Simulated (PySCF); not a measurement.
BF₃, SMILES FB(F)F (connectivity only; charge and spin as stated), charge -1, multiplicity 2. Atoms are numbered in the order given.

```xyz
4

B      0.0000     0.0000    -0.3714
F      1.1660     0.6732     0.0688
F      0.0000    -1.3464     0.0688
F     -1.1660     0.6732     0.0688
```
Charge -1, spin multiplicity 2.

The structure is a stationary point at PBE-D3(BJ)/def2-SVPD. The spin state was assumed, not searched. The isomer is the one that the SMILES or the coordinates give; other isomers of the formula were not compared.

Method: PBE-D3(BJ)/def2-SVPD in PySCF.

Harmonic, unscaled wavenumbers; measured fundamentals usually lie a few per cent lower.

Modes within 1.5 cm⁻¹ of each other (mostly degenerate sets) share a row, with their intensities summed.

Computed normal modes with their intensities:
| mode | ν (cm⁻¹) | IR (km/mol) | moving atoms (share of kinetic energy) |
|---|---|---|---|
| 1–2 | 389 | 2.1 | F 93 % |
| 3 | 561 | 4.0 | F 69 %, B 31 % |
| 4 | 780 | 61.6 | B 54 %, F 46 % |
| 5–6 | 1005 | 467.6 | B 75 %, F 25 % |
